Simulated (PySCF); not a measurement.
**OH (SMILES [OH]) at NEVPT2(7,5)/6-31G(d) (spherical functions)**

What is the energy change on altering one bond length of OH at NEVPT2(7,5)/6-31G* (spherical functions)? 

Program for the calculation: PySCF 2.14.0.

9 further runs of the same task are left out: 2 that didn't finish, 7 set aside as unsound or not needed.

## (1) The molecule

OH: 2 atoms, total charge 0, spin state doublet. SMILES: `[OH]`. Geometry: relaxed at PBE0-D4/def2-TZVP.

Bond lengths: O1–H2 0.973 Å.

## (2) A single-point energy at NEVPT2(7,5)/6-31G(d) (spherical functions)

job.py

```python
# [OH]
import numpy
from pyscf import gto, scf, mp, mcscf, mrpt

mol = gto.M(
    atom='''
O        0.415880      -0.133150       0.214550
H       -0.415880       0.133150      -0.214550
''',
    verbose=3,
    max_memory=1860,
    basis='6-31g*',
    spin=1,
)

mf = scf.ROHF(mol)
mf.conv_tol = 1e-10
mf.kernel()
if not mf.converged:
    mf = mf.newton().run(mf.mo_coeff, mf.mo_occ)

pt = mp.MP2(scf.addons.convert_to_uhf(mf)).run()
noons, natorbs = mcscf.addons.make_natural_orbitals(pt)
print('natural occupations', numpy.round(noons[:40], 4))
cas = mcscf.CASSCF(mf, 5, 7)
cas.fix_spin_(ss=0.75)
cas.natorb = True
cas.kernel(natorbs)
e_pt2 = mrpt.NEVPT(cas).kernel()
e_final = cas.e_tot + e_pt2
print('Final energy', e_final)
```

Command:

```sh
$ OMP_NUM_THREADS=1 python job.py
```

Output:

```text
converged SCF energy = -75.3769371462184
E(UMP2) = -75.5174036058691  E_corr = -0.140466459650771
E(SCS-UMP2) = -75.5154792463974  E_corr = -0.138542100179088
natural occupations [1.9999e+00 1.9871e+00 1.9776e+00 1.9730e+00 9.9370e-01 2.0800e-02
 1.4700e-02 8.0000e-03 6.5000e-03 4.1000e-03 3.8000e-03 3.5000e-03
 3.1000e-03 3.0000e-03 7.0000e-04 4.0000e-04]
CASSCF energy = -75.4025649817084
CASCI E = -75.4025649817084  E(CI) = -19.6038160813498  S^2 = 0.7500000
Sr    (-1)',   E = -0.04558076443395
Si    (+1)',   E = -0.00000655606319
Sijrs (0)  ,   E = -0.00016664116602
Sijr  (+1) ,   E = -0.00007207689783
Srsi  (-1) ,   E = -0.00070140295204
Srs   (-2) ,   E = -0.06516991419462
Sij   (+2) ,   E = -0.00003315869630
Sir   (0)' ,   E = -0.00045707287015
Nevpt2 Energy = -0.112187587274109
Final energy -75.51475256898249
```

Run time: 0.86 s. Hardware: 1 thread of Arm Neoverse V2, shared host; peak memory 0.12 GiB.

## (3) The distorted shape, same level

calc.py

```python
import numpy
from pyscf import gto, scf, mp, mcscf, mrpt

system = gto.Mole()
system.atom = [
    ('O', (1.081264, -0.346182, 0.557818)),
    ('H', (-0.415880, 0.133150, -0.214550)),
]
system.basis = '6-31g*'
system.max_memory = 1860
system.charge = 0
system.verbose = 3
system.spin = 1
system.build()

mf = system.ROHF()
mf.conv_tol = 1e-10
mf.kernel()
if not mf.converged:
    mf = mf.newton().run(mf.mo_coeff, mf.mo_occ)

pt = mp.MP2(scf.addons.convert_to_uhf(mf)).run()
noons, natorbs = mcscf.addons.make_natural_orbitals(pt)
print('natural occupations', numpy.round(noons[:40], 4))
cas = mcscf.CASSCF(mf, 5, 7)
cas.fix_spin_(ss=0.75)
cas.natorb = True
cas.kernel(natorbs)
e_pt2 = mrpt.NEVPT(cas).kernel()
energy = cas.e_tot + e_pt2
print('Final energy', energy)
```

Command:

```sh
$ OMP_NUM_THREADS=1 python calc.py
```

Output:

```text
converged SCF energy = -75.2094229484584
E(UMP2) = -75.3834228557301  E_corr = -0.173999907271712
E(SCS-UMP2) = -75.3857541731754  E_corr = -0.176331224717028
natural occupations [1.9999e+00 1.9839e+00 1.9746e+00 1.9024e+00 9.9240e-01 9.3000e-02
 1.7500e-02 8.5000e-03 7.7000e-03 3.7000e-03 3.7000e-03 3.4000e-03
 3.2000e-03 2.8000e-03 2.8000e-03 6.0000e-04]
CASSCF energy = -75.3031211753376
CASCI E = -75.3031211753376  E(CI) = -18.0357501650960  S^2 = 0.7500000
Sr    (-1)',   E = -0.03834902510789
Si    (+1)',   E = -0.00000045979678
Sijrs (0)  ,   E = -0.00018924373883
Sijr  (+1) ,   E = -0.00006902840461
Srsi  (-1) ,   E = -0.00076516791092
Srs   (-2) ,   E = -0.06088123978239
Sij   (+2) ,   E = -0.00000356813801
Sir   (0)' ,   E = -0.00036884458961
Nevpt2 Energy = -0.100626577469046
Final energy -75.40374775280665
```

Wall time 0.76 s (1 thread of Arm Neoverse V2, shared host); peak memory 0.12 GiB.

## (4) Outcome

At NEVPT2(7,5)/6-31G* (spherical functions):

| quantity | value |
| --- | --- |
| first shape: total energy | -75.51475 Eh |
| first shape: dipole moment (Hartree–Fock density) | 1.90 D |
| distorted shape: total energy | -75.40375 Eh |
| distorted shape: dipole moment (Hartree–Fock density) | 2.02 D |
| energy change with the O1–H2 bond stretched from 0.973 to 1.751 Å | 3.021 eV |

**Reading.** With the O1–H2 bond stretched from 0.973 to 1.751 Å the energy rises by 3.02 eV (70 kcal/mol). The first shape isn't relaxed at this level, so the change isn't measured from a minimum.
